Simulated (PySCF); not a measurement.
CHN, charge +1, multiplicity 2. Atoms are numbered in the order given.

```xyz
3

C      0.0000     0.0000    -0.7190
N      0.0000     0.0000     0.4116
H      0.0000     0.0000     1.4327
```
Charge +1, spin multiplicity 2.

The structure is a stationary point at B3LYP-D3(BJ)/def2-TZVPD. The multiplicity is an assumed one; other spin states were not compared.

These are PBE/def2-TZVPD in PySCF values and carry that method's errors.

Mulliken values depend strongly on the basis, most of all with diffuse functions as here. ESP charges are fitted to the potential on shells at 1.4 to 2.0 van der Waals radii. Atomic charges (e):

| atom | Mulliken | ESP fit | Mulliken spin |
|---|---|---|---|
| C1 | 0.36 | [?] | 1.19 |
| N2 | 0.29 | [?] | -0.20 |
| H3 | 0.35 | [?] | 0.02 |

### Question
Complete the blanks. (Estimate from the structure and the level; the computed values follow.)

### Answer

- C1, ESP fit: 0.80
- N2, ESP fit: -0.37
- H3, ESP fit: 0.57
